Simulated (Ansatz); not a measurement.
bcc Rb was calculated with r²SCAN0 in Ansatz (PAW).

Input:

Ansatz 0.2 input:
```yaml
crystal:
  lattice:
    - [-2.9092513054, 2.9092513054, 2.9092513054]
    - [2.9092513054, -2.9092513054, 2.9092513054]
    - [2.9092513054, 2.9092513054, -2.9092513054]
  atoms:
    - { symbol: Rb, position: [0.0, 0.0, 0.0] }
basis:
  ecutwfc: 520
  ecutrho_ratio: 4
  xc_grid: 3
kpoints:
  mp_grid: { grid: [8, 8, 8] }
hamiltonian:
  xc: r2scan0
  dispersion: none
  pseudopotentials: { kind: paw }
scf:
  occupations: { method: fermi_dirac, width: 0.05 }
  convergence: { dr2_threshold: 0.0000000001 }
output:
  forces: false
  stress: true
  eigenvalues: true
```

Output (set-up and result lines):

```
WARN output.stress: scf.exx.energy_threshold = 1e-6 eV is looser than the 1e-8 eV advised for a stress under a hybrid functional (1e-8 eV for each atom of the …
Crystal: 1 atoms, lattice volume = 98.493 Å³
Basis set: ecut = 520 eV, 2659 PW (Γ), exchange–correlation on 120×120×120 points (27 copies of the dense FFT grid, shifted against one another)
Bands: 9, of which v1, the nominal top of the filled ones, is band 5 counted from 1 (4 counted from 0)
Symmetry: 48 space group operations
Space group: Im-3m (ITA 229), of the structure as read, at distance tolerance 4.6e-5 Å
k-points: 29 of 512
Functional: x = r2scan, c = r2scan; τ floored in thin density (d = 2e-4 eV/Å³), warm-up for x = 0.75 r2scan + 0.25 exact, c = r2scan; τ floored in thin density (d = 2e-4 eV/Å³)
SCF iter   1: F=—  HF=-3277.992760 eV  |F-HF|=—  |Δ(HF+E_count)|=         —  Δρ=2.51e-3  dr2=2.26e-3  dr2_τ=8.70e-4
SCF iter   2: F=—  HF=-3277.995540 eV  |F-HF|=—  |Δ(HF+E_count)|=   2.78e-3  Δρ=1.35e-3  dr2=5.65e-4  dr2_τ=8.26e-5
  ...
SCF 1 converged in 6 iterations: F = -3277.996988 eV  dr2 = 3.54e-11
Crystal: 1 atoms, lattice volume = 98.493 Å³
Initial density: handed on by an earlier stage of this run
Functional: x = 0.75 r2scan + 0.25 exact, c = r2scan; τ floored in thin density (d = 2e-4 eV/Å³)
Crystal: 1 atoms, lattice volume = 98.493 Å³
SCF iter   3: F=—  HF=-3277.723871 eV  |F-HF|=—  |Δ(HF+E_count)|=   7.02e-9  Δρ=9.51e-7  dr2=4.88e-10  dr2_τ=1.86e-9
SCF iter   4: F=-3277.723871 eV  HF=-3277.723871 eV  |F-HF|=1.05e-11  |Δ(HF+E_count)|=  1.80e-10  Δρ=3.25e-7  dr2=4.66e-11  dr2_τ=2.40e-11
SCF 3 converged in 4 iterations: F = -3277.723871 eV  dr2 = 4.66e-11
Free energy (F): -3277.723871 eV
Internal energy: -3277.719274 eV  (E = F + TS)
E sigma→0 (E₀):  -3277.721573 eV
Fermi energy:    1.801875 eV
--- Stress (GPa, compression-positive) ---
       -0.063573       0.000000      -0.000000
        0.000000      -0.063573      -0.000000
       -0.000000      -0.000000      -0.063573
  P = ⅓ Tr σ = -0.0636 GPa (-0.636 kbar)
```

The PAW data were made under PBE.

Note: the run warned that the count of filled bands differs between k points.

Cost on a shared machine: very roughly 4 core-minutes.

Ansatz is an electronic-structure program.
